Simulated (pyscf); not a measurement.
Structures and frequencies: ωB97X-D3(BJ)/def2-SVP in PySCF.

Estimate by transition-state theory the rate constant of `[NH2][Al]([NH2])[N][Al]([NH2])[NH2]` [doublet] + `[H][H]` → `[NH2][Al]([NH2])[NH][Al]([NH2])[NH2]` + `[H]` [doublet] (doublet surface; H–H broken, H–N formed) at 900 K, with ωB97M-D3(BJ)/def2-TZVP energies (ideal gas, 1 atm, RRHO with modes under 100 cm⁻¹ raised to 100, one conformer, R ln 2 for chiral ones without a mode under 150 cm⁻¹; no tunnelling).

The electronic barrier is 7.5 kcal/mol and the thermal terms add +22.8, so ΔG‡ = 30.3 kcal/mol. With k_BT/h = 1.88e+13 s⁻¹ and RT = 1.788 kcal/mol, and a volume of 1.23e-19 cm³ per molecule at 1 atm, k = 1.0e-13 cm³ molecule⁻¹ s⁻¹. Wigner's tunnelling factor for 835i cm⁻¹ would be 1.07. A shift of 1 kcal/mol in the barrier changes k by a factor 1.7. One saddle was located; it need not be the lowest between these sides. The angle at the transferred H is 159°.
